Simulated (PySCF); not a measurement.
## SiCl: frontier orbitals

UHF at R = 2.072 Å; basis Si pcseg-2, Cl pcseg-2; no relativity; PySCF 2.14. State: ²Π (doublet), unpaired electrons π ↑. Only the outer orbitals are listed, counted within each symmetry.

| spin | orbital | occ. | ε (eV) | on Si (%) | main shells (%) |
| --- | --- | --- | --- | --- | --- |
| α | 7σ | 1 | -30.03 | 7 | 92 Cl s |
| α | 8σ | 1 | -17.85 | 55 | 54 Si s, 38 Cl p |
| α | 3π | 1 | -13.64 | 11 | 89 Cl p, 10 Si p |
| α | 3π | 1 | -13.13 | 6 | 94 Cl p |
| α | 9σ | 1 | -12.18 | 62 | 39 Si s, 39 Cl p, 20 Si p |
| α | 4π | 1 | -7.87 | 90 | 90 Si p, 9 Cl p |
| α | 4π | 0 | -0.02 | 97 | 97 Si p |
| α | 10σ | 0 | 2.78 | 104 | 98 Si p |
| α | 5π | 0 | 5.92 | 102 | 101 Si p |
| β | 7σ | 1 | -29.84 | 6 | 92 Cl s |
| β | 8σ | 1 | -16.72 | 40 | 54 Cl p, 37 Si s |
| β | 3π | 1 | -13.13 | 5 | 94 Cl p |
| β | 3π | 1 | -12.91 | 4 | 96 Cl p |
| β | 9σ | 1 | -11.19 | 77 | 53 Si s, 23 Cl p, 23 Si p |
| β | 4π | 0 | 0.35 | 98 | 98 Si p |
| β | 4π | 0 | 1.41 | 99 | 99 Si p |
| β | 10σ | 0 | 3.12 | 105 | 96 Si p |

Problem. Which are the highest filled and the lowest empty level, where do they sit, and how wide is the gap?

Solution. Highest filled α 4π at -7.87 eV (in %: 90 Si p, 9 Cl p); lowest empty α 4π at -0.02 eV (in %: 97 Si p); the gap at UHF is 7.85 eV. Both belong to one degenerate shell, split only by its one-sided filling, so this is no excitation gap.

```
bond order (Mayer)                               : 0.91
⟨S²⟩                                             : 0.766
charge on Si (Mulliken, basis-dependent)         : 0.35
charge on Si (Löwdin, basis-dependent)           : 0.16
dipole moment (positive dipole means Si(−)Cl(+)) : -1.32 D
polarisability along the bond                    : 45.3 bohr³
polarisability across the bond                   : 26.5 bohr³
```

Shares are Mulliken populations and can fall outside 0 to 100 %.

The state is the lowest determinant that a PBE0 search found; another state may lie lower at other levels.
